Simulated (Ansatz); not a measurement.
Ansatz (an electronic-structure program) input:

Ansatz 0.2 input:
```yaml
crystal:
  periodic: [false, false, false]
  atoms:
    - {symbol: Cl, position_ang: [-0.00000000, -0.00000000, -0.07122178]}
    - {symbol: H, position_ang: [0.00000000, 0.00000000, 1.21077034]}
basis:
  gaussian:
    orbitals: def2-TZVP
hamiltonian:
  xc: {name: PBE}
relax: {f_tol: 0.003, max_steps: 100}
```

Problem. Which total energy does the run end on?

Solution. -460.62633 Eh (PBE/def2-TZVP). The basis has 43 functions.
